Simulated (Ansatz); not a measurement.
**SiO2+ (doublet): the correlation ladder, cc-pVTZ**

One table from this session's results is given with a row withheld; the runs are named, their logs left out.

Computed with Ansatz 0.2.0, Gaussian basis. Level: cc-pVTZ, core rule «outside noble gas», up to 7 orbitals frozen.

Plan: UHF; CCSD(T) on ROHF; CCSD(T) on UHF; BCCD(T) on ROHF; CCSDT(Q) on ROHF; CCSDT(Q) on UHF.

10 further runs of the same task are left out: 4 for a known fault of the program, 6 set aside as unsound or not needed.

## What is computed

The geometry is a PBE0/def2-TZVP stationary point (not a proven minimum) of the parent state, kept for this charge and spin.

3 atoms, charge 1, spin multiplicity 2.

Atoms are counted from 1 here; the program's logs count them from 0.

Bond lengths: O1–O2 1.343 Å, O2–Si3 1.710 Å. Angles: O1–O2–Si3 113.5°.

The first run:

The input, in.yaml:

```yaml
crystal:
  periodic: [false, false, false]
  atoms:
    - {symbol: O, position_ang: [0.000000, -0.345870, 1.455845]}
    - {symbol: O, position_ang: [0.000000, 0.564635, 0.468388]}
    - {symbol: Si, position_ang: [0.000000, -0.124623, -1.096174]}
basis:
  gaussian: {orbitals: cc-pVTZ}
total_charge: 1
magnetization: {spin_polarized: true, initial_magnetization: 1}
hamiltonian: {xc: hf}
output: {orbitals: {seedname: orbitals}}
```

Launch:

```sh
> ansatz run in.yaml --threads 1 --pin off --events-out ev --progress --plain --max-ram 2816MiB --backend cpu
```

Among the steps run: UHF; CCSD(T) on ROHF; CCSD(T) on UHF; BCCD(T) on ROHF; CCSDT(Q) on ROHF; CCSDT(Q) on UHF.

One table of the session follows, with a row left open; its other results are not shown here.

It belongs to the step «Misses and costs». 

| method | from UCCSDT(Q) (kcal/mol) |
| --- | --- |
| ROHF | ? |
| UHF | +338.51 |
| RMP2 | +28.81 |
| UMP2 | +29.40 |
| RCCSD | +15.72 |
| UCCSD | +15.62 |
| RCCSD(T) | +1.71 |
| UCCSD(T) | +1.72 |
| BCCD(T) | +1.54 |
| RCCSDT | +1.15 |
| UCCSDT | +1.12 |
| RCCSDT(Q) | +0.23 |
| UCCSDT(Q) | 0 |

**Question.** Estimate the row for ROHF.

As computed: from UCCSDT(Q) (kcal/mol): +342.33. In the column «from UCCSDT(Q) (kcal/mol)» it is the highest.

To keep in mind: Restricted and unrestricted rows rest on different reference determinants; where their highest levels disagree by more than a few hundredths of an eV, they describe different states and don't form one ladder.
